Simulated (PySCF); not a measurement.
**LiO (lithium monoxide): UPBE0/STO-6G**

Aim: the energy change on altering one bond length of LiO (lithium monoxide) at UPBE0/STO-6G, from 2 runs. Input form: a Python script.

The results are computed with PySCF 2.14.0.

23 further runs of the same task are left out: 8 that didn't finish, 15 set aside as unsound or not needed.

## Step 1: The system as given

The species is LiO (2 atoms), meant as a doublet with charge 0. SMILES: `[Li][O]`. The shape is that of a PBE0-D4/def2-TZVP optimisation.

Bond lengths: Li1–O2 1.681 Å.

## Step 2: A single-point energy at UPBE0/STO-6G

File mol.xyz:

```xyz
2
LiO
Li     0.000000     0.000000    -0.057440
O      0.000000     0.000000     1.623240
```

File run.py:

```python
# lithium monoxide
from pyscf import gto, dft

mol = gto.M(
    atom='mol.xyz',
    max_memory=1860,
    charge=0,
    basis='sto-6g',
    spin=1,
    verbose=3,
)

mf = dft.UKS(mol, xc='pbe0')
mf.grids.level = 5
mf.conv_tol = 1e-10
mf.kernel()
if not mf.converged:
    mf = mf.newton().run(mf.mo_coeff, mf.mo_occ)

e_final = mf.e_tot
print('E(%s) = %.9f' % ('PBE0', e_final))
```

Started as:

```console
$ OMP_NUM_THREADS=1 python run.py
```

What it wrote:

```text
converged SCF energy = -82.2194337313546  <S^2> = 0.77963288  2S+1 = 2.0294165
E(PBE0) = -82.219433731
```

Wall time 2.1 s (1 thread of Arm Neoverse V1, shared host); peak memory 0.15 GiB.

## Step 3: The distorted shape, same level

File input.py:

```python
from pyscf import gto, dft

mol = gto.M(
    atom=[
    ('Li', (-0.000000, -0.000000, -2.074260)),
    ('O', (0.000000, 0.000000, 1.623240)),
],
    max_memory=1860,
    basis='sto-6g',
    verbose=3,
    spin=1,
)

ks = dft.UKS(mol, xc='pbe0')
ks.grids.level = 5
ks.conv_tol = 1e-10
ks.kernel()
if not ks.converged:
    ks = ks.newton().run(ks.mo_coeff, ks.mo_occ)

etot = ks.e_tot
print('E = %.10f Eh' % etot)
```

Started as:

```console
$ OMP_NUM_THREADS=1 python input.py
```

What it wrote:

```text
WARN: HOMO -0.0263813988328149 >= LUMO -0.0261164968437362

converged SCF energy = -82.1302683224467  <S^2> = 1.7525757  2S+1 = 2.8302479
E = -82.1302683224 Eh
```

Run time: 3.3 s. Hardware: 1 thread of Arm Neoverse V1, shared host; peak memory 0.15 GiB.

## Step 4: What came out

At UPBE0/STO-6G:

| quantity | value |
| --- | --- |
| first shape: total energy | -82.21943 Eh |
| first shape: dipole moment | 3.10 D |
| first shape: HOMO energy (highest over α and β) | -3.67 eV |
| first shape: LUMO energy (lowest over α and β) | -0.22 eV |
| first shape: ⟨S²⟩ | 0.780 |
| distorted shape: total energy | -82.13027 Eh |
| distorted shape: dipole moment | 0.97 D |
| distorted shape: HOMO energy (highest over α and β) | -2.78 eV |
| distorted shape: LUMO energy (lowest over α and β) | 0.24 eV |
| distorted shape: ⟨S²⟩ | 1.753 |
| energy change with the Li1–O2 bond stretched from 1.681 to 3.698 Å | 2.426 eV |

With the Li1–O2 bond stretched from 1.681 to 3.698 Å the energy rises by 2.43 eV (56 kcal/mol). The first shape isn't relaxed at this level, so the change isn't measured from a minimum. The minimal basis adds a large error of its own. ⟨S²⟩ (distorted shape) is 1.75 where a pure doublet has 0.75: the reference is spin-contaminated.
